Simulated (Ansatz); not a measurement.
# CAlB: the cost of one run

Program: Ansatz 0.2.0, Gaussian basis. Level of theory: def2-QZVPP, core rule «outside noble gas», up to 7 orbitals frozen. These are calculated values, not measurements.

The runs, in order: UHF; ROHF; CCSD(T) on UHF.

2 further runs of the same task are left out: 2 set aside as unsound or not needed.

## 1. The geometry

The geometry is a PBE0/def2-TZVP stationary point (not a proven minimum) of the parent state, kept for this charge and spin.

3 atoms, charge 0, spin multiplicity 3.

Atoms are counted from 1 here; the program's logs count them from 0.

Bond lengths: B1–Al2 2.319 Å, Al2–C3 1.947 Å. Angles: B1–Al2–C3 180.0°.

## 2. UHF

in.yaml reads:

```yaml
crystal:
  periodic: [false, false, false]
  atoms:
    - {symbol: B, position_ang: [0.000000, 0.000000, 2.195102]}
    - {symbol: Al, position_ang: [0.000000, 0.000000, -0.124102]}
    - {symbol: C, position_ang: [0.000000, 0.000000, -2.071000]}
basis:
  gaussian: {orbitals: "def2-QZVPP.json"}
magnetization: {spin_polarized: true, initial_magnetization: 2}
hamiltonian: {xc: hf}
output: {orbitals: {seedname: orbitals}}
```

On the command line:

```sh
ansatz run in.yaml --threads 1 --pin off --events-out ev --progress --plain --max-ram 2393MiB
```

**Question.** How long does this run take on 1 thread of Arm Neoverse V2, shared host, and how much memory does it need?

About 42 s, with a peak of 0.4 GiB.
